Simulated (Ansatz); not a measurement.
# A barrier at the coupled-cluster level

Start structure (CH9NSi, singlet), relaxed at PBE0-D4/def2-TZVP:

```
12
angstrom
Si -1.1969 -0.3396 0.6597
H -1.0154 -1.5195 -0.2295
H -2.2908 -0.6750 1.6169
H -1.6735 0.8026 -0.1674
C 0.3724 0.0810 1.5782
H 0.8380 -0.6488 -2.2713
N 0.9326 0.2896 -1.9029
H 0.2215 0.9404 2.2353
H 0.7036 -0.7609 2.1903
H 1.1504 0.3204 0.8514
H 1.7902 0.6748 -2.2789
H 0.1680 0.8349 -2.2817
```

The step: CH₆Si ([CH3][SiH3]) + NH₃ → CH₇NSi ([CH3][SiH2][NH2]) + H₂; bonds formed: Si1–N7, H2–H6; bonds broken: Si1–H2, H6–N7. Ansatz 0.2.0; basis: def2-TZVPP and def2-QZVPP; cores frozen in the correlated methods. Extrapolation: Hartree–Fock as exp(−7.88 √X), correlation as X^−2.97. Energies below are by CCSD(T) at an estimated basis limit (MP2 extrapolated from triple and quadruple zeta, plus CCSD(T) − MP2 in triple zeta).

Question: What are the electronic barrier and the energy of the step, from the start structure to the end structure? (Judge from chemistry; the value comes from the calculation.)

Answer: By the calculation: Barrier 194.9 kJ/mol; step energy -19.8 kJ/mol (downhill); reverse barrier, their difference, 214.7 kJ/mol. Barrier and step energy count from the start structure, the reverse barrier from the end structure.

The saddle point: One imaginary mode of 1292i cm⁻¹.
```tsv
pair	start (Å)	saddle (Å)	end (Å)
Si1–N7	3.39	1.89	1.73
H2–H6	2.89	1.18	0.75
Si1–H2	1.49	1.90	4.18
H6–N7	1.01	1.19	2.71
```

Zero-point energy (harmonic, PBE0-D4): ZPE is 253.9 kJ/mol at the start and 245.5 kJ/mol at the saddle, so the barrier goes from 194.9 to 186.5 kJ/mol.

T1 diagnostic: at most 0.011.

Labels in which every atom is bracketed show which atoms are joined, not bond orders.

For scale, one of the runs: CCSD(T)/def2-TZVPP, 230 basis functions, launched by `ansatz run in.yaml --threads 4 --pin off --events-out ev --progress --plain --max-ram 9574MiB`. Hardware: 4 CPU threads of an Arm Neoverse V1, shared host. Wall time 58 s; peak host memory 3.9 GiB.
